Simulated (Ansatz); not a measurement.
A nudged elastic band was laid between two geometries of BClFH + H (5 atoms, charge 0, multiplicity 2).

Computed with UKS PBE0-D4/def2-SVP (Ansatz).

| Item | Value |
| --- | --- |
| movable images | 5 |
| climbing image | yes |
| spring | 5.0 eV/Å² |
| optimiser | quadratic models (default) |
| start path | through a guess of the saddle point |
| force threshold | 0.05 eV/Å |
| iteration limit | 60 |
| end points | relaxed |

Image 0:

```xyz
5
Properties=species:S:1:pos:R:3
B 0.002 0.000 -0.208
Cl -0.009 0.000 1.537
H 1.037 0.000 -0.820
F -1.143 0.000 -0.847
H 0.000 0.000 4.973
```

Image 6:

```xyz
5
Properties=species:S:1:pos:R:3
B -0.080 0.400 -0.164
Cl 0.782 0.086 2.519
H 0.870 -0.214 -0.611
F -1.225 -0.194 0.074
H -0.459 -0.078 2.817
```

(1) Which bonds break or form, and what moves?

(2) Give the energies along the band, and the barrier.

(3) What is the geometry of the highest image?

(4) What are the harmonic wavenumbers there?

Answers

(1) Bonds broken: B1–Cl2. Bonds formed: Cl2–H5. BClFH + H becomes BFH + ClH.

(2) The forces met the threshold. The highest image is number 3 of 0 to 6, 110.1 kJ/mol above the first end and 19.1 kJ/mol above the last; the last end lies 90.9 kJ/mol above the first. A vibrational analysis at the climbing image gives one clearly imaginary mode, 414i cm⁻¹: a first-order saddle point.

```json
{"image": "0", "path coordinate (Å)": "0.00", "energy (kJ/mol)": "0.0", "B1–Cl2 (Å)": "1.75", "Cl2–H5 (Å)": "3.44"}
{"image": "1", "path coordinate (Å)": "1.14", "energy (kJ/mol)": "-0.1", "B1–Cl2 (Å)": "1.75", "Cl2–H5 (Å)": "3.53"}
{"image": "2", "path coordinate (Å)": "2.27", "energy (kJ/mol)": "0.8", "B1–Cl2 (Å)": "1.74", "Cl2–H5 (Å)": "2.95"}
{"image": "3", "path coordinate (Å)": "3.41", "energy (kJ/mol)": "110.1", "B1–Cl2 (Å)": "2.01", "Cl2–H5 (Å)": "1.37"}
{"image": "4", "path coordinate (Å)": "3.97", "energy (kJ/mol)": "92.6", "B1–Cl2 (Å)": "2.72", "Cl2–H5 (Å)": "1.29"}
{"image": "5", "path coordinate (Å)": "4.54", "energy (kJ/mol)": "91.5", "B1–Cl2 (Å)": "2.84", "Cl2–H5 (Å)": "1.29"}
{"image": "6", "path coordinate (Å)": "5.10", "energy (kJ/mol)": "90.9", "B1–Cl2 (Å)": "2.84", "Cl2–H5 (Å)": "1.29"}
```

(3) 
```xyz
5
Properties=species:S:1:pos:R:3:forces:R:3
B 0.020 0.246 0.080 0.00 0.00 0.00
Cl 0.044 0.596 2.064 0.00 0.00 0.00
H 1.036 -0.324 -0.240 0.00 0.00 0.00
F -1.182 -0.151 -0.310 0.00 0.00 0.00
H -0.030 -0.367 3.042 0.00 0.00 0.00
```

(4) 414i, 252, 361, 440, 772, 994, 1269, 1923, 2639 cm⁻¹.

Run time: 110 s on 1 thread of Intel(R) Xeon(R) 6975P-C (Granite Rapids), on a shared host, peak memory 0.14 GiB.
